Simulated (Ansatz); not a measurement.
# PH₃, singlet: CASSCF and its corrections

Computed with Ansatz's Gaussian-basis code (development build). Basis cc-pVDZ, nonrelativistic, 5 orbitals frozen in the corrections. State-specific CASSCF; RHF is the lowest restricted (open-shell) Hartree–Fock solution met. Solutions may break the symmetry of the shape. The lowest solution met needn't be the lowest there is, nor hold the orbitals that a chemist would pick.

Geometry:

```xyz
4

P     0.0000    0.0000    0.1302
H     1.1965    0.0000   -0.6509
H    -0.5983    1.0362   -0.6509
H    -0.5983   -1.0362   -0.6509
```

Problem. What do CASSCF and its corrections give against RHF in CAS(8,7), and what are the occupations?

Solution. CASSCF -1.362 eV, SC-NEVPT2 -3.777 eV; occupations 1.99, 1.98, 1.97, 1.97, 0.03, 0.03, 0.02.
